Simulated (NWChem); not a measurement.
The numbers come from NWChem runs, not from measurements. System: H2Si, charge 0, spin multiplicity 1, displaced from the optimised geometry. The structure started from a generated list of species. Level: RHF/cc-pVDZ, spin-restricted.

Input file:

```
start mol
memory heap 200 mb stack 900 mb global 1100 mb
geometry units angstroms nocenter noautoz noautosym
  Si     0.000000     0.000000     0.134141
  H      1.008453     0.000000    -0.853139
  H     -1.096144     0.000000    -0.938989
end
basis spherical
  * library cc-pvdz
end
scf
  rhf
  nopen 0
  maxiter 100
  thresh 1e-7
  semidirect memsize 60000000 filesize 0
end
task scf energy
```

NWChem printed:

```
             Northwest Computational Chemistry Package (NWChem) 7.3.0
             --------------------------------------------------------

                                NWChem Input Module
                                -------------------

 Scaling coordinates for geometry "geometry" by  1.889725989
 (inverse scale =  0.529177249)

                             Geometry "geometry" -> ""
                             -------------------------

 Output coordinates in angstroms (scale by  1.889725989 to convert to a.u.)

  No.       Tag          Charge          X              Y              Z
 ---- ---------------- ---------- -------------- -------------- --------------
    1 Si                  14.0000     0.00000000     0.00000000     0.13414100
    2 H                    1.0000     1.00845300     0.00000000    -0.85313900
    3 H                    1.0000    -1.09614400     0.00000000    -0.93898900

 Effective nuclear repulsion energy (a.u.)      10.3302576583

            Nuclear Dipole moment (a.u.)
            ----------------------------
        X                 Y               Z
 ---------------- ---------------- ----------------
    -0.1657119617     0.0000000000     0.1622254172


 Summary of "ao basis" -> "" (spherical)
 ------------------------------------------------------------------------------
       Tag                 Description            Shells   Functions and Types
 ---------------- ------------------------------  ------  ---------------------
 *                          cc-pvdz                   on all atoms

 Summary of "ao basis" -> "ao basis" (spherical)
 ------------------------------------------------------------------------------
       Tag                 Description            Shells   Functions and Types
 ---------------- ------------------------------  ------  ---------------------
 Si                         cc-pvdz                  8       18   4s3p1d
 H                          cc-pvdz                  3        5   2s1p

                                 NWChem SCF Module
                                 -----------------

  ao basis        = "ao basis"
[...]
     4      0.262865  1 Si s                 24      0.205281  3 H  s

 Vector    7  Occ=2.000000D+00  E=-4.608963D-01
              MO Center= -1.5D-01, -3.1D-17, -5.8D-01, r^2= 2.0D+00
   Bfn.  Coefficient  Atom+Function         Bfn.  Coefficient  Atom+Function
  ----- ------------  ---------------      ----- ------------  ---------------
     8      0.323116  1 Si px                24     -0.318649  3 H  s
    19      0.304666  2 H  s                 25     -0.220509  3 H  s
    20      0.208238  2 H  s                 11      0.161736  1 Si px

 Vector    8  Occ=2.000000D+00  E=-3.356994D-01
              MO Center= -2.7D-02,  2.7D-16,  4.3D-01, r^2= 2.2D+00
   Bfn.  Coefficient  Atom+Function         Bfn.  Coefficient  Atom+Function
  ----- ------------  ---------------      ----- ------------  ---------------
     4      0.477856  1 Si s                 10      0.376671  1 Si pz
    13      0.339861  1 Si pz                 3      0.266889  1 Si s
    24     -0.174838  3 H  s                 19     -0.159006  2 H  s
    25     -0.153208  3 H  s

 Vector    9  Occ=0.000000D+00  E= 1.170998D-02
              MO Center=  3.6D-03, -2.7D-16,  1.1D-01, r^2= 3.0D+00
   Bfn.  Coefficient  Atom+Function         Bfn.  Coefficient  Atom+Function
  ----- ------------  ---------------      ----- ------------  ---------------
    12      0.762108  1 Si py                 9      0.323822  1 Si py

 Vector   10  Occ=0.000000D+00  E= 1.584022D-01
              MO Center= -1.8D-02,  1.8D-17,  3.2D-01, r^2= 4.1D+00
   Bfn.  Coefficient  Atom+Function         Bfn.  Coefficient  Atom+Function
  ----- ------------  ---------------      ----- ------------  ---------------
    11      1.415584  1 Si px                25      1.143501  3 H  s
    20     -0.896901  2 H  s                  8      0.172795  1 Si px
    24      0.160053  3 H  s

 Vector   11  Occ=0.000000D+00  E= 2.175143D-01
              MO Center= -8.7D-02,  9.2D-18, -1.2D-01, r^2= 4.7D+00
   Bfn.  Coefficient  Atom+Function         Bfn.  Coefficient  Atom+Function
  ----- ------------  ---------------      ----- ------------  ---------------
     4      2.147719  1 Si s                 20     -1.964653  2 H  s
    13     -1.705626  1 Si pz                25     -1.456294  3 H  s
    11      0.293240  1 Si px                 3      0.198904  1 Si s

 center of mass
 --------------
 x =  -0.00556833 y =   0.00000000 z =   0.12265478

 moments of inertia (a.u.)
 ------------------
           7.139271168606           0.000000000000          -0.628416494367
           0.000000000000          15.122773043132           0.000000000000
          -0.628416494367           0.000000000000           7.983501874526

  Mulliken analysis of the total density
  --------------------------------------

    Atom       Charge   Shell Charges
 -----------   ------   -------------------------------------------------------
    1 Si  14    13.74   2.00  2.01  0.90  0.79  6.00  1.11  0.81  0.12
    2 H    1     1.13   0.76  0.35  0.01
    3 H    1     1.13   0.71  0.40  0.01

       Multipole analysis of the density wrt the origin
       ------------------------------------------------

     L   x y z        total         open         nuclear
     -   - - -        -----         ----         -------
     0   0 0 0     -0.000000      0.000000     16.000000

     1   1 0 0      0.094244      0.000000     -0.165712
     1   0 1 0     -0.000000      0.000000      0.000000
     1   0 0 1     -0.161482      0.000000      0.162225

     2   2 0 0    -12.061734      0.000000      7.922439
     2   1 1 0      0.000000      0.000000      0.000000
     2   1 0 1     -0.099541      0.000000      0.603212
     2   0 2 0     -8.945559      0.000000      0.000000
     2   0 1 1     -0.000000      0.000000      0.000000
     2   0 0 2    -13.816604      0.000000      6.647393

 Task  times  cpu:        0.2s     wall:        0.2s

 Total times  cpu:        0.2s     wall:        0.2s
```
